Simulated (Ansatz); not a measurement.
Cost and result for the atomization energy of `C=C(C)C(F)Cl` (12 atoms, 11 bonds).

Z-matrix (Å, degrees):
```
C
C 1 1.493
H 1 1.090 2 110.7
H 1 1.093 2 111.0 3 120.7
H 1 1.095 2 111.1 3 -120.4
C 2 1.495 1 115.4 3 175.1
C 2 1.326 1 124.2 3 -3.5
F 6 1.355 2 112.6 1 -173.5
Cl 6 1.794 2 110.6 1 65.5
H 6 1.093 2 111.9 1 -51.4
H 7 1.082 2 121.7 1 179.7
H 7 1.084 2 120.5 1 -0.2
```

The species carries charge 0 and has multiplicity 1. All single points use the PBE0-D4/def2-TZVP geometry. It is one conformer, not always the lowest. Program: Ansatz. All runs use 4 threads of an Arm Neoverse V1 on a shared host. Times are those of one run each, without the atoms' runs, and a repeat can differ threefold. Electronic energies, without spin–orbit coupling; frozen cores. CCSD(T)/CBS adds CCSD(T) − MP2 in def2-TZVPP to the MP2 limit, and its time is that of the two runs behind it. T1 = 0.011. B3LYP takes the VWN-RPA correlation (the form of Gaussian; ORCA's B3LYP/G).

CCSD(T)/CBS is a level of theory with its own doubt, some kJ/mol a heavy atom from the limit and from the frozen cores, so smaller differences don't rank the functionals.

```tsv
level	functions	wall time
PBE-D4/def2-TZVPP (with forces)	281	3.1 s
PBE0-D4/def2-TZVPP	281	3.9 s
r2SCAN-D4/def2-TZVPP (with forces)	281	6 s
B3LYP-D4/def2-TZVPP (with forces)	281	6.5 s
B2PLYP/def2-TZVPP	281	7.5 s
ωB97X-V/def2-TZVPP	281	9.5 s
ωB97M-V/def2-TZVPP (with forces)	281	14 s
MP2/def2-QZVPP	535	34 s
CCSD(T)/def2-TZVPP	281	6 min
CCSD(T)/CBS(def2)	–	6.5 min
```

Problem. What atomization energy does each give, and how far from CCSD(T)/CBS? (Estimate.)

Solution. The calculation gave: 
| level | atomization (kcal/mol) | difference from CCSD(T)/CBS | per bond |
| --- | --- | --- | --- |
| PBE-D4/def2-TZVPP (with forces) | 1180.7 | 36.3 | 3.3 |
| PBE0-D4/def2-TZVPP | 1157.4 | 13.0 | 1.2 |
| r2SCAN-D4/def2-TZVPP (with forces) | 1151.5 | 7.1 | 0.6 |
| B3LYP-D4/def2-TZVPP (with forces) | 1144.4 | 0.0 | 0.0 |
| B2PLYP/def2-TZVPP | 1133.6 | -10.8 | -1.0 |
| ωB97X-V/def2-TZVPP | 1146.6 | 2.2 | 0.2 |
| ωB97M-V/def2-TZVPP (with forces) | 1149.6 | 5.2 | 0.5 |
| MP2/def2-QZVPP | 1157.6 | 13.2 | 1.2 |
| CCSD(T)/def2-TZVPP | 1116.9 | -27.5 | -2.5 |
| CCSD(T)/CBS(def2) | 1144.4 | 0.0 | 0.0 |

The D4 term adds +10.0 kcal/mol with B3LYP and +5.3 kcal/mol with PBE0; it sums over pairs of atoms, weighted by their polarisabilities, and B3LYP, whose exchange is more repulsive, gets the larger term. In def2-TZVPP, CCSD(T) changes the Hartree–Fock value by +277.6 kcal/mol (the triples alone add +19.1 kcal/mol) and MP2 by +302.1 kcal/mol; breaking electron pairs costs correlation energy, which Hartree–Fock lacks. From PBE to PBE0 (25 % exact exchange), in def2-TZVPP and without D4, the atomization energy moves by −22.4 kcal/mol: exact exchange takes away binding that semilocal exchange gives to molecules.
